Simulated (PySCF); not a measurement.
O3, SMILES O=[O+][O-] (connectivity only; charge and spin as stated), charge -1, multiplicity 2.

Geometry: PBE0-D3(BJ)/def2-TZVPD. The isomer is the one that the SMILES or the coordinates give; other isomers of the formula were not compared.

These are CAM-B3LYP/def2-TZVPD run with PySCF values and carry that method's errors.

Computed frontier levels, dipole moment and polarisability:
| Item | Result |
|---|---|
| α spin, highest occupied and lowest empty level | -1.74 and 5.62 eV |
| β spin, highest occupied and lowest empty level | -2.26 and 5.10 eV |
| dipole moment about the centre of nuclear charge | 0.230 e·Å |
| mean static polarisability | 32.6 bohr³ (4.83 Å³) |
| polarisability, principal values | 20.6, 24.0, 53.2 bohr³ |
| ⟨S²⟩ | 0.756 (pure state 0.75) |
